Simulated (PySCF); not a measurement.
O2S, SMILES S(=O)=O.

The structure is a stationary point at B3LYP-D3(BJ)/def2-TZVP.

Level of theory: PBE/def2-TZVPD (PySCF).

The molecule is in vacuum.

Computed frontier levels, gap, dipole moment and polarisability:
The highest occupied level is -8.09 eV, the lowest empty level is -4.47 eV and the orbital gap comes out as 3.62 eV. The dipole moment is 1.52 D and the quadrupole, principal values (traceless, Buckingham form, about the centre of nuclear charge) is -4.61, 0.89, 3.72 D·Å. The mean static polarisability is 26.4 bohr³ (3.91 Å³) and the polarisability, principal values comes out as 20.2, 24.2, 34.7 bohr³.
